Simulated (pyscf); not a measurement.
# Substitution at O: H₂N–Si•(SiH₃)–SiH₃ + silanol (HO–SiH₃) → H₂N–Si(OH)(SiH₃)–SiH₃ + silyl (SiH₃•)

Gas phase, doublet surface, charge 0. Bonds broken: Si4–O17. Bonds formed: Si2–O17. Single points on ωB97X-D3(BJ)/def2-SVP structures (PySCF, gas phase).

Transition state (Å):

```xyz
18

N     -0.5233    -1.7177     2.0012
Si    -0.1204    -0.4860     0.8094
Si     0.1521     1.5327     1.9010
Si    -2.1211     0.5931    -1.2292
Si     1.6050    -0.9239    -0.6695
H     -0.1332    -1.5839     2.9297
H     -0.4257    -2.6957     1.7383
H      0.7251     1.4142     3.2843
H     -1.1570     2.2428     2.0454
H      1.0658     2.3745     1.0743
H     -2.8214    -0.2028    -2.2836
H     -3.0615     1.4244    -0.4251
H     -0.6381     0.9587    -1.0756
H      2.6324    -1.8979    -0.1729
H      1.0593    -1.4898    -1.9450
H      2.2778     0.3737    -0.9738
O     -1.7617    -0.7756    -0.0962
H     -2.4567    -1.1901     0.4439
```

One imaginary mode, 841i cm⁻¹; descent along it reached the two sides named, in the forms told below.

| bond | change | reactant side (Å) | saddle | product side |
|---|---|---|---|---|
| Si4–O17 | breaks | 1.654 | 1.813 | 3.0 |
| Si2–O17 | forms | 3.6 | 1.897 | 1.693 |

Electronic energies relative to the separated reactants (kcal/mol):

```json
[
 {"level": "ωB97X-D3(BJ)/def2-TZVP", "barrier": "21.7", "reaction energy": "+5.9", "reverse barrier": "15.8"},
 {"level": "PBE/def2-TZVP", "barrier": "14.9", "reaction energy": "+5.3", "reverse barrier": "9.6"},
 {"level": "r²SCAN/def2-TZVP", "barrier": "15.5", "reaction energy": "+4.6", "reverse barrier": "11.0"},
 {"level": "B3LYP-D3(BJ)/def2-TZVP", "barrier": "17.7", "reaction energy": "+5.2", "reverse barrier": "12.5"},
 {"level": "PBE0-D3(BJ)/def2-TZVP", "barrier": "14.7", "reaction energy": "+4.4", "reverse barrier": "10.3"},
 {"level": "M06-2X/def2-TZVP", "barrier": "18.5", "reaction energy": "+3.4", "reverse barrier": "15.1"},
 {"level": "ωB97M-D3(BJ)/def2-TZVP", "barrier": "19.7", "reaction energy": "+4.7", "reverse barrier": "15.0"},
 {"level": "HF/def2-TZVP", "barrier": "44.2", "reaction energy": "+3.4", "reverse barrier": "40.7"}
]
```

With ωB97M-D3(BJ)/def2-TZVP energies and thermal terms (ideal gas, 1 atm, RRHO with modes under 100 cm⁻¹ raised to 100, one conformer, R ln 2 for chiral ones without a mode under 150 cm⁻¹), in kcal/mol:

| T (K) | ΔH‡ | ΔG‡ | ΔH | ΔG |
|---|---|---|---|---|
| 298 | 18.7 | 31.2 | +3.4 | +4.6 |
| 600 | 19.5 | 43.4 | +3.9 | +5.6 |
| 900 | 20.3 | 55.2 | +4.1 | +6.4 |
| 1200 | 21.1 | 66.8 | +4.2 | +7.1 |

On the reactant side the descent ends in a bound adduct (not fully relaxed), 8.3 kcal/mol under the separated species and 29.9 kcal/mol under the saddle at ωB97X-D3(BJ)/def2-TZVP. H₂N–Si•(SiH₃)–SiH₃ lies 20.7 kcal/mol over its isomer •H₂Si–N(SiH₃)–SiH₃ (electronic energy, ωB97M-D3(BJ)/def2-TZVP). One saddle was located; it need not be the lowest between these sides. The angle at the attacked O is 111°.
